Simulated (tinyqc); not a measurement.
G0W0 on RHF in the sto-6g basis, for H2O, spin multiplicity 1, step by step (part 2 of 2). Computed by tinyqc, a small Python program that keeps every step (integrals from PySCF). Command: `OMP_NUM_THREADS=1 python tinyqc.py 29763 29764 out.jsonl` (the two numbers bound the seeds that draw the settings). One thread of a shared host (Intel(R) Xeon(R) Processor @ 2.60GHz), about 0.1 s of CPU time with the checks.

Geometry (angstrom):
```
atom         x          y         z
O     0.000000   0.000000  0.000000
H     0.000000   0.700000  0.551000
H     0.000000  -0.731000  0.576000
```

## Screening: direct RPA

orbital energies (hartree): [-20.501419, -1.303755, -0.645143, -0.467920, -0.402546, 0.643526, 0.788750]

Given earlier and not repeated: Two-electron integrals over orbitals (pq|rs).

With D = e_a - e_i and K = (ia|jb): diagonalise D^(1/2) (D + 4K) D^(1/2) = Z w^2 Z^T; X + Y = D^(1/2) Z w^(-1/2), each column of Z with its largest component positive (the first on a tie); E_c = (sum w - tr (D + 2K)) / 2.

D^(1/2) (D + 4K) D^(1/2) (hartree^2), order 1>6, 1>7, 2>6, 2>7, 3>6, 3>7, 4>6, 4>7, 5>6, 5>7:
```
[[450.185827, -0.255806, 0.144833, 0.063469, 0.006448, 0.157633, 0.006811, -0.054579, 0.000000, 0.000000],
 [-0.255806, 455.262066, 0.059221, 0.468634, -0.095934, -0.024223, -0.043429, -0.276483, 0.000000, 0.000000],
 [0.144833, 0.059221, 4.598951, -0.076137, -0.118998, -0.505103, 0.340419, -0.073456, 0.000000, 0.000000],
 [0.063469, 0.468634, -0.076137, 4.896631, -0.217381, 0.144026, -0.080435, -0.091851, 0.000000, 0.000000],
 [0.006448, -0.095934, -0.118998, -0.217381, 2.029388, 0.081761, -0.099045, -0.193848, 0.000000, 0.000000],
 [0.157633, -0.024223, -0.505103, 0.144026, 0.081761, 2.904487, -0.346776, 0.083576, 0.000000, 0.000000],
 [0.006811, -0.043429, 0.340419, -0.080435, -0.099045, -0.346776, 1.512746, 0.020071, 0.000000, 0.000000],
 [-0.054579, -0.276483, -0.073456, -0.091851, -0.193848, 0.083576, 0.020071, 1.918272, 0.000000, 0.000000],
 [0.000000, 0.000000, 0.000000, 0.000000, 0.000000, 0.000000, 0.000000, 0.000000, 1.259526, -0.012910],
 [0.000000, 0.000000, 0.000000, 0.000000, 0.000000, 0.000000, 0.000000, 0.000000, -0.012910, 1.536086]]
```

excitation energies w (hartree): [1.122018, 1.185414, 1.239632, 1.320094, 1.475669, 1.675948, 2.176807, 2.233143, 21.217283, 21.337188]

X + Y, order 1>6, 1>7, 2>6, 2>7, 3>6, 3>7, 4>6, 4>7, 5>6, 5>7:
```
[[0.000000, -0.000294, 0.000000, 0.000406, -0.000302, -0.001461, -0.000844, -0.000106, 0.997036, -0.049949],
 [0.000000, 0.000405, 0.000000, 0.002092, -0.001045, 0.000323, -0.002118, -0.002595, 0.050261, 0.997639],
 [0.000000, -0.088162, 0.000000, 0.039239, 0.026241, 0.324193, 0.780553, -0.440148, 0.000100, 0.000035],
 [0.000000, 0.025017, 0.000000, 0.087786, 0.049239, -0.055878, 0.495679, 0.829873, 0.000061, 0.000323],
 [0.000000, 0.116080, 0.000000, 0.606661, 0.721730, 0.066586, -0.064735, -0.027035, 0.000001, -0.000052],
 [0.000000, 0.214998, 0.000000, -0.104584, -0.053813, 0.862404, -0.171985, 0.148923, 0.000091, -0.000018],
 [0.000000, 0.940364, 0.000000, -0.020027, -0.085647, -0.140425, 0.071187, -0.058980, 0.000002, -0.000022],
 [0.000000, -0.035216, 0.000000, 0.759865, -0.575241, 0.041074, -0.028627, -0.005655, -0.000037, -0.000146],
 [0.964518, 0.000000, -0.042741, 0.000000, 0.000000, 0.000000, 0.000000, 0.000000, 0.000000, 0.000000],
 [0.047943, 0.000000, 0.979249, 0.000000, 0.000000, 0.000000, 0.000000, 0.000000, 0.000000, 0.000000]]
```

RPA correlation energy = -0.04847816 hartree

## G0W0 on Hartree-Fock: HOMO

W(p,q,m) = sqrt2 sum_ia (pq|ia) (X+Y)_ia,m; Sigma_c(x) = sum_(i,m) W^2/(x - e_i + w_m) + sum_(a,m) W^2/(x - e_a - w_m); solve x = e_p + Sigma_c(x) by Newton steps; Z = 1/(1 - dSigma/dx); 1 hartree = 27.211386 eV.

The 12 largest terms at x = e_p (hartree; W for the signs of X + Y given):
```
q  m          W       term
5  7   0.214286   0.021094
5  6  -0.170604   0.017367
5  8  -0.183410   0.015064
2  1   0.081117   0.003252
5  2   0.058171   0.002855
6  1   0.053676  -0.001329
3  3  -0.031505   0.000670
7  3   0.034148  -0.000480
5  5  -0.020420   0.000283
2  3  -0.019504   0.000178
5  4  -0.012627   0.000121
3  1  -0.008675   0.000055
```

Newton steps (hartree):
```
step          x  Sigma_c(x)         Z
0     -0.402546    0.059161  0.968511
1     -0.345248    0.057351  0.970223
2     -0.345197    0.057350  0.970225
```

quasiparticle energy of the HOMO = -9.393284 eV

Hartree-Fock value = -10.953845 eV

## G0W0 on Hartree-Fock: LUMO

As before.

The 12 largest terms at x = e_p (hartree; W for the signs of X + Y given):
```
q  m          W       term
7  5   0.103713  -0.006636
6  7   0.107077  -0.005267
2  7   0.134149   0.004364
6  8  -0.097421  -0.004250
3  5   0.102357   0.003790
2  8  -0.095500   0.002182
4  7   0.079328   0.001914
4  6  -0.070287   0.001772
4  8  -0.070387   0.001481
5  1   0.053676   0.001329
4  2   0.050821   0.001124
2  6  -0.057867   0.000924
```

Newton steps (hartree):
```
step         x  Sigma_c(x)         Z
0     0.643526    0.002980  0.983865
1     0.646458    0.002932  0.983846
2     0.646458    0.002932  0.983846
```

quasiparticle energy of the LUMO = 17.591018 eV

Hartree-Fock value = 17.511242 eV
